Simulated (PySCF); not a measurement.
Stretching LiP⁺

Set-up: PySCF, no relativity, basis sets Li def2-TZVP, P def2-TZVP. Energies in eV from Li⁺ + P in their ground configurations at the same level. State: ⁴Σ⁻ (quartet), unpaired electrons σ ↑, π ↑↑.

All columns are PW91. A positive dipole points towards P; it is taken about the centre of mass and depends on that origin.

```csv
R (Å),E (eV),μ (D),Mulliken charge on Li (basis-dependent),HOMO (eV),LUMO (eV),Mayer bond order,⟨S²⟩
2.273,-0.305,-6.41,0.88,-12.21,-10.46,0.23,3.75
2.379,-0.388,-6.85,0.88,-12.04,-10.33,0.23,3.75
2.484,-0.432,-7.29,0.88,-11.87,-10.18,0.22,3.75
2.564,-0.446,-7.63,0.88,-11.75,-10.07,0.22,3.75
2.643,-0.450,-7.97,0.88,-11.63,-9.96,0.22,3.75
2.722,-0.445,-8.31,0.88,-11.51,-9.85,0.22,3.75
2.828,-0.429,-8.78,0.89,-11.37,-9.70,0.21,3.75
2.960,-0.401,-9.37,0.89,-11.19,-9.50,0.21,3.75
3.119,-0.362,-10.09,0.89,-10.98,-9.27,0.20,3.75
3.330,-0.307,-11.05,0.90,-10.73,-8.96,0.18,3.75
```

A fit through these points gives, at Re = 2.631 Å, μ = -7.92 D and dμ/dR = -4.33 D/Å; the reduced mass is 5.72 u.

Question: How strong is the fundamental in the double-harmonic approximation, I = 42.26·(dμ/dR)²/μred km/mol?

Answer: I = 42.26·(-4.33)²/5.72 = 139 km/mol at PW91.

For an ion De counts to the pair picked by the measured ionisation energies or electron affinities, which need not be the lowest pair at this level. The state was picked by a PBE0 search and need not be the measured ground state.
